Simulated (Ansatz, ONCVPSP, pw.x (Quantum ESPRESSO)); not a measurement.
## Equation-of-state test of one ONCV potential (Nb (Z = 41))

- Element: niobium
- Generator: ONCVPSP 4.0.1.1 (patched build)
- Type: optimised norm-conserving Vanderbilt (ONCV)
- Functional: LDA (Perdew-Wang 92)
- Relativity: scalar-relativistic
- Frozen core: [Ar] 3d10
- Valence charge: 13
- Reference configuration: 4s2 4p6 4d4 5s1
- Partial waves: 4s+5s: rc 2.05 bohr, ncon 3, nbas 7, qcut 7.3 1/bohr, 2 projectors; 4p: rc 2.10 bohr, ncon 3, nbas 6, qcut 7.3 1/bohr, 2 projectors, debl 2.1 Ha; 4d: rc 2.55 bohr, ncon 3, nbas 8, qcut 5.9 1/bohr, 3 projectors, debl 0.6 Ha
- Local potential: polynomial inside 1.55 bohr (lpopt 5, dvloc0 0 Ha)
- Core correction: none

Atomic tests: cutoffs needed: 16 Ha and 19 Ha (the cutoffs (Ha) at which the residual kinetic energy of the hardest occupied pseudo-wave falls to 1 and 0.1 mHa per electron); ghost test: no bound ghost flagged; no localised positive-energy state flagged; configuration tests: 1 of 4 tests not solved or not reliable.

Crystal test: sc Nb in pw.x 7.5, no spin, 12³ k-points, Fermi–Dirac smearing 0.01 Ry, cutoffs 45/180 Ry. The reference is all-electron LAPW (Ansatz 0.2.0) with the same functional, mesh and smearing; V0 and B0 come from Birch–Murnaghan fits to the pressures at five volumes. Errors are pseudo minus all-electron; Δ is the rms difference of the E(V) curves that follow from these fits, minima aligned, over ±6 % about the mean V0. Mesh and smearing are coarse, so the numbers serve the comparison and aren't converged zero-temperature values; the lattice is a test structure that the element need not adopt.

All-electron: a0 = 2.666 Å (V0 = 18.95 Å³/atom), B0 = 150.3 GPa.

Task: How far does the potential miss the all-electron equation of state?

Result: mean pressure error (GPa): +0.21; a0 (Å): 2.667; a0 error (%): +0.05; B0 error (%): -0.6; Δ (meV/atom): 0.9. Atomic configuration tests: 1 of 4 tests not solved or not reliable.

```tsv
V (Å³/atom)	P all-electron (GPa)	P pseudo (GPa)
17.827	10.33	10.52
18.296	5.63	5.84
18.765	1.48	1.69
19.234	-2.19	-1.98
19.703	-5.44	-5.24
```

Task: At the middle volume, how do free energy and pressure move when the wave cutoff is lowered (ecutrho kept at four times it)?

Result:

| cutoff (Ry) | shift of F (meV/atom) | shift of P (GPa) |
| --- | --- | --- |
| 20 | +1752.6 | -62.18 |
| 27 | +209.3 | -9.45 |
| 36 | +13.1 | -0.86 |

The run at the middle volume (84 k-points, 8 iterations) took about 6.8 s on one core of a shared host (Intel(R) Xeon(R) 6975P-C, 192 threads, 378 GiB, load 93).
